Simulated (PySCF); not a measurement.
**SH⁺: everyday levels beside a composite calculation**

PySCF; the state is a triplet (π ↑↑). The composite is CCSD(T) extrapolated to the basis-set limit from two correlation-consistent sets, with core-valence (CV) and scalar-relativistic (SR) terms as its label shows; it has no spin–orbit coupling and nothing beyond (T). Here it is CCSD(T)/CBS(TQ)+CV+SR. It gives Re = 1.363 Å, ωe = 2556 cm⁻¹ and De = 3.73 eV to H + S⁺.

```
      level                basis     relativity  Re (Å)  ωe (cm⁻¹)  De (eV)
UHF-CCSD(T)           x2c-SVPall  spin-free X2C   1.372       2592     3.29
        PBE           x2c-SVPall  spin-free X2C   1.392       2465     3.80
        PBE             def2-SVP  no relativity   1.392       2468     3.81
       PBE0           x2c-SVPall  spin-free X2C   1.377       2569     3.74
       PBE0             def2-SVP  no relativity   1.377       2572     3.75
       PBE0  cc-pVTZ/cc-pV(T+d)Z  no relativity   1.369       2558     3.81
       PBE0          def2-TZVPPD  no relativity   1.369       2557     3.82
    r²SCAN0  cc-pVTZ/cc-pV(T+d)Z  no relativity   1.360       2605     3.81
        M06           x2c-SVPall  spin-free X2C   1.384       2456     3.71
      HSE06             def2-SVP  no relativity   1.378       2569     3.74
```

Give the difference of each row from the composite.



```
      level                basis  ΔRe (pm)  Δωe (%)  ΔDe (eV)
UHF-CCSD(T)           x2c-SVPall      +0.9     +1.4     -0.44
        PBE           x2c-SVPall      +2.9     -3.6     +0.07
        PBE             def2-SVP      +2.9     -3.4     +0.08
       PBE0           x2c-SVPall      +1.4     +0.5     +0.01
       PBE0             def2-SVP      +1.4     +0.6     +0.02
       PBE0  cc-pVTZ/cc-pV(T+d)Z      +0.6     +0.1     +0.08
       PBE0          def2-TZVPPD      +0.6     +0.0     +0.09
    r²SCAN0  cc-pVTZ/cc-pV(T+d)Z      -0.3     +1.9     +0.08
        M06           x2c-SVPall      +2.1     -3.9     -0.02
      HSE06             def2-SVP      +1.5     +0.5     +0.01
```

Which rows come closest in De?

PBE0 in x2c-SVPall (+0.01 eV); PBE0 in def2-SVP (+0.02 eV); M06 in x2c-SVPall (-0.02 eV); HSE06 in def2-SVP (+0.01 eV), counted from the composite.

Correlated steps freeze 5 core orbitals. Correlated levels converge slowly with the basis: in double zeta they bind strong bonds too weakly, by up to about 1 eV, and carry superposition errors of some tenths. For an ion De counts to the pair picked by the measured ionisation energies or electron affinities, which need not be the lowest pair at this level. The state is the lowest determinant that a PBE0 search found; another state may lie lower at other levels.
